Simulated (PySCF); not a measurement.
Molecule: `C=CC#CC`, C5H6.

Structure with atom numbers: `[CH2:1]=[CH:2][C:3]#[C:4][CH3:5]`. Hydrogens are named by the atom that carries them. Ha(C1) is cis to C3; Hb(C1) is trans to C3.

Geometry PBE0-D3(BJ)/def2-SVP throughout; GIAO in PySCF 2.14, gas phase, one conformer, non-relativistic; equivalent atoms averaged; functional PBE0.

For orientation, cc-pVTZ gives these absolute shieldings σ: C1 55.4, C2 62.2, C4 92.0, C3 104.7, C5 182.4, Hb(C1) 25.66, Ha(C1) 25.52, H(C2) 25.26, H(C5) 29.28 ppm.

A run gave: C1 66.6, C2 75.0, C4 102.3, C3 115.8, C5 189.0, Hb(C1) 25.91, Ha(C1) 25.70, H(C2) 25.59, H(C5) 29.52 ppm (absolute shieldings σ).

Question: Which basis set was used in that run?
A. def2-SVP
B. pcSseg-2
C. aug-cc-pVDZ
D. cc-pVDZ

Answer: A. C4 tells them apart best: def2-SVP gives 102.3, cc-pVDZ gives 105.6, aug-cc-pVDZ gives 107.2, pcSseg-2 gives 84.9 ppm.
